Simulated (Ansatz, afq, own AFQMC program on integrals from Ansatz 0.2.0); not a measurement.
CuCl, singlet: a scan with AFQMC

```json
{"atom": "Cu", "x (Å)": "0.0000", "y (Å)": "0.0000", "z (Å)": "0.0000"}
{"atom": "Cl", "x (Å)": "0.0000", "y (Å)": "0.0000", "z (Å)": "2.0759"}
```

The Cu1–Cl2 distance is changed with both sides rigid. Energies in eV count from this geometry (2.076 Å) at the same level; the start stands on RHF, each point on the determinant named.

Basis def2-SVP. Only valence electrons are correlated. Integrals, coupled cluster, full CI and functionals: Ansatz 0.2.0; the random walks run on the same integrals in our own AFQMC program. ph-AFQMC/CISD is guided by a CISD state made of CCSD amplitudes; releasing the constraint for a short imaginary time cuts its bias at the price of noise, slowly where states lie close. Uncertainties: one standard error, sampling alone. The metal's outer-core s and p shells are frozen, which shifts wave-function levels against functionals.

Cautions, each for one point or more: cluster runs in doubt by the program's own checks; higher spins were not checked; no relativity below Rb; outer-core shells of the metal frozen; restricted determinant unstable towards unrestricted; strong correlation; unrestricted determinant spin contaminated; walk and cluster series may follow different spin states.

| r(Cu1–Cl2) / Å | det. | T1 | weight | ⟨S²⟩ | B2PLYP | B3LYP | CCSD(T) |
| --- | --- | --- | --- | --- | --- | --- | --- |
| 1.632 | RHF | 0.026 | 0.88 | pure | 3.228 | 3.154 | 3.458 |
| 2.544 | RHF | 0.024 | 0.89 | pure | 0.750 | 0.733 | 0.678 |
| 3.404 | RHF | 0.040 | 0.85 | pure | 2.610§ | 2.437§ | 2.533 |
| 4.650 | UHF‡¶ | 0.013 | 0.90 | 0.99 | 3.442§ | 3.226§ | 3.367 |
| 7.119 | UHF†¶ | 0.010 | 0.91 | 1.01 | – | 3.455§ | 3.392 |

**Question.** Estimate the curve of phaseless AFQMC with a CISD trial, counted from the same start.

**Answer.** 
| r(Cu1–Cl2) / Å | det. | T1 | weight | ⟨S²⟩ | ph-AFQMC/CISD |
| --- | --- | --- | --- | --- | --- |
| 1.632 | RHF | 0.026 | 0.88 | pure | 3.360 ± 0.044 |
| 2.544 | RHF | 0.024 | 0.89 | pure | 0.618 ± 0.048 |
| 3.404 | RHF | 0.040 | 0.85 | pure | 2.532 ± 0.043 |
| 4.650 | UHF‡¶ | 0.013 | 0.90 | 0.99 | 3.385 ± 0.043 |
| 7.119 | UHF†¶ | 0.010 | 0.91 | 1.01 | 3.410 ± 0.041 |

Weight is that of the determinant in the CISD state; at the start T1 is 0.028 and the weight 0.88. ¶ marks points with a poor determinant and no full CI, where no value is sure; they don't count among the departures. A dagger marks points whose determinant fills other symmetries than the start's, so the wave-function levels may follow another state there, or a degenerate partner. A double dagger marks points where the walks on two determinants ended up to 0.352 eV apart; the lower is shown. A dash marks a missing value, a released energy that hasn't settled or a functional that sits on another state. § marks a functional whose ⟨S²⟩ is too high by over 0.1. Largest departures from phaseless AFQMC with a CISD trial: CCSD(T) 0.098 eV at 1.632 (on RHF), B2PLYP 0.132 eV at 2.544, B3LYP -0.206 eV at 1.632. The walk's constraint bias lies outside its error bars, so these are departures and not errors. Functionals count only at points shown to share the start's state and spin. In this small basis the wave-function levels are far from their limit, so their gap to the functionals isn't the functionals' error.

A walk keeps the symmetry of its determinant, which the program's search chose and which needn't be the lowest solution, so a lower state of the same spin and another symmetry isn't excluded.
